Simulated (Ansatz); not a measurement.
in.yaml

```yaml
crystal:
  periodic: [false, false, false]
  atoms:
    - {symbol: C, position_ang: [0.000000, 0.000000, 0.044733]}
    - {symbol: C, position_ang: [0.000000, 0.000000, -1.155483]}
    - {symbol: H, position_ang: [0.000000, 0.000000, 1.110750]}
basis:
  gaussian: {orbitals: cc-pVDZ}
magnetization: {spin_polarized: false, initial_magnetization: 1}
correlation: {method: ccsd_t, electrons: outside_noble_gas}
output: {forces: true}
```

```sh
$ ansatz run in.yaml --threads 1 --pin off --events-out ev --progress --plain --max-ram 5120MiB --backend cpu
```

The program prints:

```
310 factors; integrals over basis functions are off by at most 1.3e-3 eV
mean field evaluation 1: about -2070.3792 eV, gradient 1.6e1 eV
mean field evaluation 2: about -2070.3837 eV, gradient 1.6e1 eV
mean field evaluation 4: about -2071.8681 eV, gradient 3.2e0 eV
mean field evaluation 8: about -2071.9191 eV, gradient 1.8e-4 eV
mean field evaluation 16: about -2071.9152 eV, gradient 2.1e-1 eV
mean field evaluation 32: about -2071.8037 eV, gradient 3.5e0 eV
mean field evaluation 64: about -2071.7154 eV, gradient 9.7e-4 eV
mean field -2071.91909180 eV, -76.1416222266 hartree, gradient 2.7e-6 eV, S^2 0.750000; 6 other end points of the search recorded, 0 dependent functions left out
mean field evaluation 96: about -2071.7824 eV, gradient 1.1e-2 eV
determinant -2071.91909180 eV, -76.1416222266 hartree, with singles and doubles -2078.62950978 eV, -76.3882255387 hartree
determinant -2071.71539613 eV, -76.1341365486 hartree, with singles and doubles -2077.84568693 eV, -76.3594205804 hartree
2 core orbitals not correlated: weight in the atoms' cores, before any rotation towards them, 1.000 or more for the frozen orbitals, at most 0.000 for the correlated occupied ones
reference -2071.91909180 eV, -76.1416222266 hartree; 5, 4 occupied and 26, 27 virtual orbitals, 310 factors
second order -6.11486200 eV of doubles, -0.05993757 eV of singles
cycle   1  -6.71075933 eV  change   -3.4e-4 eV  update   1.7e-3
cycle   2  -6.71136214 eV  change   -6.0e-4 eV  update   1.2e-3
cycle   3  -6.71157527 eV  change   -2.1e-4 eV  update   6.2e-4
cycle   4  -6.71191578 eV  change   -3.4e-4 eV  update   2.7e-4
cycle   5  -6.71246036 eV  change   -5.4e-4 eV  update   7.7e-5
cycle   6  -6.71247358 eV  change   -1.3e-5 eV  update   2.4e-5
cycle   7  -6.71243415 eV  change    3.9e-5 eV  update   1.0e-5
cycle   8  -6.71242775 eV  change    6.4e-6 eV  update   3.2e-6
cycle   9  -6.71242480 eV  change    2.9e-6 eV  update   1.1e-6
cycle  10  -6.71242528 eV  change   -4.8e-7 eV  update   3.0e-7
perturbative correction -0.28818414 eV, -0.0105905719 hartree
the calculation of the forces begins
Total energy: -2078.91970123 eV, -76.3988898777 hartree
Atom 0 at     0.000000     0.000000     0.044733 Å, force    -0.000000     0.000000     3.075901 eV/Å
Atom 1 at     0.000000     0.000000    -1.155483 Å, force     0.000000     0.000000    -3.621492 eV/Å
Atom 2 at     0.000000     0.000000     1.110750 Å, force    -0.000000    -0.000000     0.545591 eV/Å
Dipole moment:     0.000000     0.000000     0.152389 e Å
```

Forces (eV/Å):
```
C    0.000  0.000  3.076
C    0.000  0.000 -3.621
H    0.000  0.000  0.546
```

For the same geometry and basis UCCSDTQ lies 45.3 meV lower.

Ran on 1 thread of AMD EPYC 7R13, shared host: 2.4 s wall, 0.13 GiB peak host memory.
